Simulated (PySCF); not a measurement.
SMILES [CH]=C (C2H3), doublet, PBE0/def2-SVP optimised geometry.

```
5

C      0.54     0.00     0.00
C     -0.77     0.00     0.00
H      1.35    -0.73     0.00
H     -1.35    -0.93     0.00
H     -1.35     0.93     0.00
```

Density from unrestricted PBE0/def2-TZVP in PySCF 2.14.0 at that geometry.

Minimum of the electron density along straight lines between bonded atoms, close to the bond critical point (lines longer than 1.1 times the sum of covalent radii, or with two minima, are not listed):

```json
[
 {"bond": "C1–C2", "length / Å": "1.311", "ρ at the minimum / e bohr⁻³": "(withheld)", "∇²ρ there / e bohr⁻⁵": "-1.10", "position (fraction from the first atom)": "0.51"},
 {"bond": "C1–H3", "length / Å": "1.090", "ρ at the minimum / e bohr⁻³": "0.276", "∇²ρ there / e bohr⁻⁵": "-0.97", "position (fraction from the first atom)": "0.66"},
 {"bond": "C2–H4", "length / Å": "1.102", "ρ at the minimum / e bohr⁻³": "0.268", "∇²ρ there / e bohr⁻⁵": "-0.91", "position (fraction from the first atom)": "0.65"},
 {"bond": "C2–H5", "length / Å": "1.097", "ρ at the minimum / e bohr⁻³": "0.273", "∇²ρ there / e bohr⁻⁵": "-0.94", "position (fraction from the first atom)": "0.65"}
]
```

Q: Complete the blanks.

A: 
- C1–C2, ρ at the minimum / e bohr⁻³: 0.360
